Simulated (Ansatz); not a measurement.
# CH₄BCl: taking an electron away

One table from this session's results is given with a row withheld; the runs are named, their logs left out.

Computed with Ansatz 0.2.0, Gaussian basis. Level: unrestricted cation, the program's frozen cores in correlated methods.

Plan: UKS PBE-D4/def2-TZVPP; UKS r2SCAN-D4/def2-TZVPP; UKS PBE0-D4/def2-TZVPP; UKS B3LYP-D4/def2-TZVPP; UKS wB97X-V/def2-TZVPP; UKS wB97M-V/def2-TZVPP; UKS B2PLYP/def2-TZVPP; UHF-CCSD(T)/def2-TZVPP; UHF-MP2/def2-QZVPP; extrapolation to the limit; then −ε(HOMO) from the neutral's earlier runs with LDA (SPW92), PBE-D4, revPBE-D4, BLYP-D4, r2SCAN-D4, B97M-V, PBE0-D4, B3LYP-D4, r2SCANh-D4, r2SCAN0-D4, HSE06-D4, BHLYP-D4, CAM-B3LYP-D4, LC-ωPBE, ωB97X-V, ωB97M-V.

### The geometry

All runs share one geometry, relaxed beforehand with PBE0-D4 in a triple-zeta def2 set.

SMILES `BCCl`, 7 atoms, charge 0, spin multiplicity 1.

Atoms are counted from 1 here; the program's logs count them from 0.

Bond lengths: B1–C2 1.549 Å, B1–H4 1.198 Å, B1–H5 1.192 Å, C2–Cl3 1.783 Å, C2–H6 1.096 Å, C2–H7 1.096 Å. Angles: C2–B1–H4 116.7°, C2–B1–H5 122.9°, H4–B1–H5 120.3°, B1–C2–Cl3 116.9°, B1–C2–H6 109.5°, B1–C2–H7 109.5°, Cl3–C2–H6 107.6°, Cl3–C2–H7 107.6°, H6–C2–H7 105.0°.

Set-up of the first run:

in.yaml reads:

```yaml
crystal:
  periodic: [false, false, false]
  atoms:
    - {symbol: B, position_ang: [-0.685949, -0.012792, -0.635467]}
    - {symbol: C, position_ang: [0.443202, -0.099922, 0.421345]}
    - {symbol: Cl, position_ang: [1.383585, 1.385149, 0.720886]}
    - {symbol: H, position_ang: [-1.316351, -1.011467, -0.834061]}
    - {symbol: H, position_ang: [-0.935920, 0.986304, -1.236014]}
    - {symbol: H, position_ang: [1.149417, -0.888840, 0.137698]}
    - {symbol: H, position_ang: [0.023315, -0.426333, 1.379812]}
basis:
  gaussian: {orbitals: def2-TZVPP}
total_charge: 1
magnetization: {spin_polarized: true, initial_magnetization: 1}
hamiltonian: {xc: pbe, dispersion: d4}
```

Started as:

```bash
ansatz run in.yaml --threads 2 --pin off --events-out ev --progress --plain --max-ram 4352MiB
```

Steps of the session up to this table: Cation, UKS PBE-D4/def2-TZVPP; Cation, UKS r2SCAN-D4/def2-TZVPP; Cation, UKS PBE0-D4/def2-TZVPP; Cation, UKS B3LYP-D4/def2-TZVPP; Cation, UKS wB97X-V/def2-TZVPP; Cation, UKS wB97M-V/def2-TZVPP; Cation, UKS B2PLYP (frozen core)/def2-TZVPP; Cation, UHF-CCSD(T)/def2-TZVPP; Cation, UHF-MP2/def2-QZVPP.

One table of the session follows, with a row left open; its other results are not shown here.

It belongs to the step «Ionisation energies side by side». Orbital estimates, from the neutral's runs:

```
  functional  −ε(HOMO) (eV)
 LDA (SPW92)           6.91
      PBE-D4           6.80
   revPBE-D4           6.75
     BLYP-D4           6.66
   r2SCAN-D4           7.10
      B97M-V           7.24
     PBE0-D4           8.20
    B3LYP-D4           7.94
  r2SCANh-D4           7.62
  r2SCAN0-D4           8.40
    HSE06-D4           7.79
    BHLYP-D4           9.48
CAM-B3LYP-D4           9.61
     LC-ωPBE              ?
     ωB97X-V          10.66
     ωB97M-V          10.51
```

**Question.** Estimate the row for LC-ωPBE.

The run gave: −ε(HOMO) (eV): 11.04. In the column «−ε(HOMO) (eV)» it is the highest.
